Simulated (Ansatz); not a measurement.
Process, species as SMILES: FF (F2) → F2+ (doublet, bonded as FF) + e-
B3LYP-D3(BJ)/def2-TZVP geometries, fixed; electronic energies without zero-point terms.
Largest species:
```
F
F 1 1.3965
```

Basis-set convergence of the adiabatic ionisation energy at wB97M-V with Ansatz (an electronic-structure program). All functions are spherical. The program fits the integrals of some runs and decomposes those of others, by size. Open shells are unrestricted. The functional holds VV10 correlation; no added dispersion term, no relativity. Functions are those of the species that has most. Reference: the value in aug-cc-pV5Z, 15.500 eV, itself unsure by roughly 0.003 eV (its mean distance from pcseg-4, aug-pcseg-3, aug-cc-pVQZ). Deviations are taken from unrounded values.

```tsv
basis	functions	adiabatic ionisation energy (eV)
cc-pVDZ	28	15.466
aug-cc-pVDZ	46	15.651
def2-SVP	28	15.537
def2-SVPD	46	15.810
pcseg-1	28	15.784
aug-pcseg-1	46	15.750
6-311G**	36	15.594
6-311+G**	44	15.747
cc-pVTZ	60	15.431
aug-cc-pVTZ	92	15.513
pcseg-2	60	15.546
aug-pcseg-2	92	15.539
def2-TZVPP	62	15.499
def2-TZVPPD	80	15.520
cc-pVQZ	110	15.469
aug-cc-pVQZ	160	15.503
def2-QZVPP	114	15.491
def2-QZVPPD	132	15.503
pcseg-3	120	15.499
aug-pcseg-3	170	15.506
cc-pV5Z	182	15.490
aug-cc-pV5Z	254	15.500
```

What the diffuse functions change, pair by pair:
- cc-pVDZ to aug-cc-pVDZ: 18 more functions, deviation -0.034 to 0.152 eV
- def2-SVP to def2-SVPD: 18 more functions, deviation 0.037 to 0.310 eV
- pcseg-1 to aug-pcseg-1: 18 more functions, deviation 0.285 to 0.251 eV
- 6-311G** to 6-311+G**: 8 more functions, deviation 0.094 to 0.248 eV
- cc-pVTZ to aug-cc-pVTZ: 32 more functions, deviation -0.069 to 0.013 eV
- pcseg-2 to aug-pcseg-2: 32 more functions, deviation 0.046 to 0.039 eV
- def2-TZVPP to def2-TZVPPD: 18 more functions, deviation 0.000 to 0.020 eV
- cc-pVQZ to aug-cc-pVQZ: 50 more functions, deviation -0.031 to 0.004 eV
- def2-QZVPP to def2-QZVPPD: 18 more functions, deviation -0.009 to 0.003 eV
- pcseg-3 to aug-pcseg-3: 50 more functions, deviation -0.001 to 0.006 eV
- cc-pV5Z to aug-cc-pV5Z: 72 more functions, deviation -0.010 to 0.000 eV

Leaving out the reference's own pair, they bring the value nearer the reference by more than 0.003 eV in 5 of 10 pairs.
